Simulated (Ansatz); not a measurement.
**Multireference treatment of C₄H₄O, singlet**

Calculated in Ansatz's Gaussian-basis code. Basis cc-pVDZ, nonrelativistic, 5 orbitals frozen in the corrections. State-specific CASSCF; RHF is the lowest restricted (open-shell) Hartree–Fock solution met. Letters tell apart solutions met in one space. No symmetry is imposed, so a solution can break that of the shape. No proof that the lowest CASSCF solution was found.

Geometry:

```tsv
atom	x (Å)	y (Å)	z (Å)
O	0.1135	0.0000	1.1554
C	0.0000	1.0947	0.3480
C	0.0000	-1.0947	0.3480
C	0.0000	0.7132	-0.9622
C	0.0000	-0.7132	-0.9622
H	0.0000	2.0494	0.8511
H	0.0000	-2.0494	0.8511
H	0.0000	1.3708	-1.8197
H	0.0000	-1.3708	-1.8197
```

CASSCF less RHF, in eV, and natural occupations:

| CAS | CASSCF | occupations |
| --- | --- | --- |
| (6,5) a | -1.524 | 1.99, 1.98, 1.97, 0.03, 0.03 |
| (6,5) b | -1.439 | 1.99, 1.95, 1.91, 0.09, 0.06 |

Question: What totals less RHF do the corrections give on each solution?

Answer: 

```json
{"CAS": "(6,5) a", "SC-NEVPT2": "-18.713"}
{"CAS": "(6,5) b", "SC-NEVPT2": "-19.388"}
```

Question: In CAS(6,5), is the solution lowest in CASSCF also lowest after SC-NEVPT2?

Answer: No: (6,5) b is lowest after SC-NEVPT2, 0.67 eV under (6,5) a, which leads in CASSCF.

Question: Roughly how much CPU time does a whole run from the default start take (median of such runs, summed over threads; nearly all runs on one pinned thread of a shared server, mostly Xeon at 2.3 to 2.6 GHz, by a development driver)?

Answer: CAS(6,5) a: about 16 s. Other jobs ran beside these, and the count of passes differs.
